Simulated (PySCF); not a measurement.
## Frontier orbitals and the lowest excitations

Compound: acetyl cation, C2H3O (charge +1).
Cartesian coordinates in Å at the GFN2-xTB level; atoms count from 1:
```
atom  x, y, z in Å
C1    -0.4483   -0.0049    0.0043
C2     0.9265    0.0111   -0.0200
O3     2.0398    0.0240   -0.0397
H4    -0.8453   -0.6446   -0.7981
H5    -0.8169   -0.3928    0.9658
H6    -0.8527    1.0091   -0.1339
```

Method used: TDDFT wB97X-D/def2-SVPD, vertical, gas phase, core orbitals frozen in the response (PySCF 2.14.0, density-fitted response routines).

Kohn–Sham orbitals with the atoms that hold most of them (Löwdin shares over 4%, at most four atoms):

```
orbital  ε (eV)                           atoms
 HOMO-3  -23.90   O3 48%, C2 30%, C1 14%, H5 4%
 HOMO-2  -23.84   C1 33%, O3 28%, C2 19%, H6 7%
 HOMO-1  -21.04  C1 38%, O3 21%, H6 17%, C2 11%
   HOMO  -21.04  C1 38%, O3 21%, H5 16%, C2 11%
   LUMO   -6.45   C2 44%, O3 33%, C1 13%, H6 7%
 LUMO+1   -6.45   C2 44%, O3 33%, C1 13%, H4 6%
 LUMO+2   -3.29   C2 42%, C1 26%, O3 12%, H4 6%
```

Within 0.005 eV of a neighbour in this list lie HOMO-1/HOMO and LUMO/LUMO+1 (point group found: C3v); within a degenerate set the shares of single atoms can hang on how the components are chosen.

(1) How does S1 compare with the orbital gap of 14.59 eV?

Answers

(1) S1 is at 8.58 eV (f = 0.0000), 6.01 eV below the gap, made of HOMO-1/HOMO→LUMO/LUMO+1 (≥84%). 

Next come S2 at 8.90 eV (f 0.0077), HOMO-1/HOMO→LUMO/LUMO+1 (≥93%); S3 at 8.90 eV (f 0.0077), HOMO-1/HOMO→LUMO/LUMO+1 (≥93%); S4 at 10.86 eV (f 0.0000), HOMO-3→LUMO/LUMO+1 (≥42%), HOMO-4→LUMO/LUMO+1 (≥41%); S5 at 11.10 eV (f 0.754), HOMO-1/HOMO→LUMO/LUMO+1 (≥80%).

Orbitals of the list HOMO-3 to LUMO+2 that lie within 0.01 eV of each other are written together with a slash and their weights summed (≥ marks a lower bound); for degenerate orbitals outside that list single weights are arbitrary.

Löwdin shares depend on the basis, the more so with diffuse functions.
